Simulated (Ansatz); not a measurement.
Input for Ansatz (development build ahead of 0.2.0):

```yaml
crystal:
  periodic: [false, false, false]
  atoms:
    - { symbol: O, position_ang: [0.0, 0.0, 0.0] }
    - { symbol: O, position_ang: [0.0, 0.0, 2.464] }
basis:
  gaussian: { orbitals: "6-31G" }
total_charge: 1
magnetization:
  spin_polarized: true
  initial_magnetization: 1
hamiltonian:
  xc: pbe0
scf:
  omitted_lower_state_checks: [starts, atomic_configurations, cluster_reference, orbital_swaps, given_window_search, neighbouring_geometries, increment]
output:
  forces: true
```

The input is written out in the form of the current development build from the run's settings.

Output:

| Quantity | Value |
| --- | --- |
| Converged | yes |
| Total energy | -149.51396 hartree |
| Spin squared of the determinant | 2.751 |
| Stability test | minimum |

Forces (eV/Å):
```
atom     Fx     Fy      Fz
  O1  0.000  0.000   0.603
  O2  0.000  0.000  -0.603
```

Caution: charge can spread falsely over distant fragments; the unrestricted determinant is a mixture of spin states.
